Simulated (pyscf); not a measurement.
`[SH2]` + `[SiH2]` [singlet] -> `[SiH][SH]` [singlet] + `[H][H]`, a four-centre exchange (singlet surface; H–S, H–Si broken, S–Si, H–H formed). PySCF, gas phase, ωB97X-D3(BJ)/def2-SVP geometries. Energies in kJ/mol from the separated reactants.

Small-basis levels: PySCF, no dispersion term, spherical d functions. AM1 to PM7: differences of heats of formation from MOPAC, which are fitted to 298 K values and so differ in kind from electronic energies by zero-point and thermal terms. 

| level | barrier | reaction energy |
|---|---|---|
| HF/6-31G* | 103.4 | -76.5 |
| PBE/6-31G* | -39.8 | -125.7 |
| B3LYP/STO-3G | -15.0 | -141.8 |
| B3LYP/LANL2DZ | 41.8 | -86.8 |
| B3LYP/6-31G* | 6.5 | -110.1 |
| B3LYP/def2-SVP | -13.4 | -101.6 |
| AM1 | 0.5 | -93.5 |
| PM6 | -68.5 | -203.1 |
| PM7 | 49.1 | -214.5 |
| ωB97M-D3(BJ)/def2-TZVP | -16.4 | -107.9 |

Against the last row the barrier runs from -52.1 (PM6) to +119.8 kJ/mol (HF/6-31G*). ωB97M-D3(BJ)/def2-TZVP has limits of its own. On the reactant side the descent ends in an adduct with a S–Si contact, 91.7 kJ/mol under the separated species and 63.4 kJ/mol under the saddle at ωB97X-D3(BJ)/def2-TZVP. At ωB97M-D3(BJ) the saddle lies under the separated reactants, which points to a path from their complex (located at ωB97X-D3(BJ) alone). What is counted as formed (S–Si) is already present as a longer contact in the reactant adduct; forming that adduct is a step of its own. At ωB97X-D3(BJ)/def2-TZVP the barrier from the zero used here is -28.3 kJ/mol. :HSi–SH [singlet] lies 38.7 kJ/mol over its isomer H₂Si=S (electronic energy, ωB97M-D3(BJ)/def2-TZVP). One saddle was located; it need not be the lowest between these sides.
